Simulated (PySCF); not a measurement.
Gas-phase reaction: Si2H6 + 2 SiCl = 4 SiH + 2 HCl

Method: PySCF energies plus ideal-gas RRHO corrections (1 bar). † marks an energy on the PBE0/def2-TZVP geometry and frequencies; other levels use their own. MP2 and CCSD(T) freeze the core. Open shells (unrestricted): SiCl (multiplicity 2, electronic degeneracy 4), SiH (multiplicity 2, electronic degeneracy 4); the rest are closed-shell singlets. Spin-orbit splitting is ignored; it lowers the true energy and changes the entropy of SiCl, SiH. B3LYP is the form with VWN-RPA correlation. MP2 isn't extrapolated to the basis-set limit; its ΔH°(298 K) is 894.6 kJ in def2-SVP and 948.8 kJ in def2-TZVPP. CCSD(T) isn't extrapolated to the basis-set limit; its ΔH°(298 K) is 851.5 kJ in def2-SVP and 894.1 kJ in def2-TZVPP. The harmonic model lacks anharmonicity and excited electronic states, which grow with temperature; levels with a mode under 35 cm⁻¹ are left out. Internal rotation in Si2H6 is treated as a harmonic vibration of one conformer, which makes the entropy rough. Warning, large T1 diagnostic: SiH (CCSD(T)/def2-TZVPP†).

| level | ΔE electronic, kJ | ΔH°(298 K), kJ | ΔS°(298 K), J/K | ΔG°(2000 K), kJ |
|---|---|---|---|---|
| B3LYP/def2-TZVP† | 937 | 904 | 416 | 88 |
| CCSD(T)/def2-SVP† | 884 | 852 | 416 | 35 |
| CCSD(T)/def2-TZVPP† | 926 | 894 | 416 | 77 |
| MP2/def2-SVP† | 927 | 895 | 416 | 78 |
| MP2/def2-TZVPP† | 981 | 949 | 416 | 132 |
| PBE/def2-SVP | 983 | 952 | 415 | 140 |
| PBE0/def2-TZVP | 982 | 949 | 416 | 133 |
| LDA/def2-TZVP† | 1091 | 1059 | 416 | 242 |
| ωB97X-V/def2-TZVP† | 996 | 964 | 416 | 147 |
ΔH° is lowest at CCSD(T)/def2-SVP† and highest at LDA/def2-TZVP†. No reference value is set beside these.
